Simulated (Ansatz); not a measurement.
# H2S (hydrogen sulfide): where methods fail along a bond

H2S: 3 atoms, total charge 0, spin state singlet. SMILES: `S`. Geometry: relaxed at PBE0-D4/def2-TZVP.

```tsv
atom	x (Å)	y (Å)	z (Å)
S	0.4955	-0.2806	0.2439
H	0.0979	0.9977	0.1624
H	-0.5934	-0.7171	-0.4063
```

The S1–H3 distance is scanned; the parts on either side stay rigid. Basis 3-21G, 5 core orbitals frozen in the correlated methods; program Ansatz 0.2.0. FCI is exact within this basis and core. Energies in eV from each method's value at 1.341 Å; methods without a U are spin-restricted. The shape above is that at 1.341 Å.

| distance (Å) | PBE | PBE0 | r2SCAN0 | wB97X |
| --- | --- | --- | --- | --- |
| 1.341 | 0.00 | 0.00 | 0.00 | 0.00 |
| 1.677 | 0.54 | 0.64 | 0.67 | 0.71 |
| 2.012 | 1.66 | 1.86 | 1.93 | 2.02 |
| 2.682 | 3.55 | 3.98 | 4.11 | 4.38 |
| 3.353 | 4.58 | 5.21 | 5.39 | 5.92 |

(1) Estimate the FCI curve, and say how far off each method is.

Results:

(1) 
```tsv
distance (Å)	FCI
1.341	0.00
1.677	0.50
2.012	1.47
2.682	2.73
3.353	3.06
```

Departure from the FCI curve at its largest: PBE +1.52 eV at 3.35 Å; PBE0 +2.15 eV at 3.35 Å; r2SCAN0 +2.33 eV at 3.35 Å; wB97X +2.86 eV at 3.35 Å. Restricted functionals keep the electrons paired too, and rise too high.
